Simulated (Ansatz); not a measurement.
Geometry optimisation, Ansatz 0.2.0, RKS PBE/def2-SVP.

Input:

```yaml
crystal:
  periodic: [false, false, false]
  atoms:
    - { symbol: "N", position_ang: [-0.9425, 0.9399, -0.7074] }
    - { symbol: C, position_ang: [-0.9127, -0.0727, 0.0274] }
    - { symbol: C, position_ang: [0.3849, -0.6571, 0.4507] }
    - { symbol: "N", position_ang: [1.6009, 0.1405, -0.0806] }
    - { symbol: H, position_ang: [-1.9758, 1.2031, -0.9109] }
    - { symbol: H, position_ang: [-1.8213, -0.567, 0.3765] }
    - { symbol: H, position_ang: [0.4782, -0.6653, 1.5617] }
    - { symbol: H, position_ang: [0.5113, -1.6748, 0.1034] }
    - { symbol: H, position_ang: [1.3714, 1.1178, 0.2489] }
    - { symbol: H, position_ang: [1.3888, 0.1845, -1.0666] }
basis:
  gaussian: { orbitals: def2-SVP }
hamiltonian:
  xc: pbe
relax:
  f_tol: 0.015
  max_steps: 40
```

Command:

```bash
$ ansatz run input.yaml --threads 1 --pin off --max-ram 2048MiB --backend cpu --events-out ev --progress --plain --runs-dir out
```

Problem. Where does it end, and by what steps?

Solution. The run converged. After 6 steps the energy has fallen by 0.301 eV; H10 moved furthest, 0.12 Å.

```json
{"step": "0", "energy less start (eV)": "0.0000", "largest force component (eV/Å)": "2.347", "accepted": "yes"}
{"step": "1", "energy less start (eV)": "-0.2366", "largest force component (eV/Å)": "1.417", "accepted": "yes"}
{"step": "2", "energy less start (eV)": "-0.2902", "largest force component (eV/Å)": "0.344", "accepted": "yes"}
{"step": "3", "energy less start (eV)": "-0.2915", "largest force component (eV/Å)": "0.262", "accepted": "yes"}
{"step": "4", "energy less start (eV)": "-0.2947", "largest force component (eV/Å)": "0.179", "accepted": "yes"}
{"step": "5", "energy less start (eV)": "-0.2998", "largest force component (eV/Å)": "0.107", "accepted": "yes"}
{"step": "6", "energy less start (eV)": "-0.3005", "largest force component (eV/Å)": "0.013", "accepted": "yes"}
```

```xyz
10
Properties=species:S:1:pos:R:3
N -1.032 0.979 -0.717
C -0.937 -0.065 0.018
C 0.417 -0.602 0.431
N 1.580 0.121 -0.051
H -2.026 1.200 -0.899
H -1.817 -0.642 0.403
H 0.437 -0.656 1.546
H 0.472 -1.669 0.110
H 1.479 1.105 0.238
H 1.512 0.177 -1.077
```

Whether the end is a true minimum wasn't checked by a vibrational analysis.

The run took 33 s on 1 thread of Intel(R) Xeon(R) Processor @ 2.50GHz (Skylake/Cascade Lake) (shared host), peak memory 0.17 GiB.
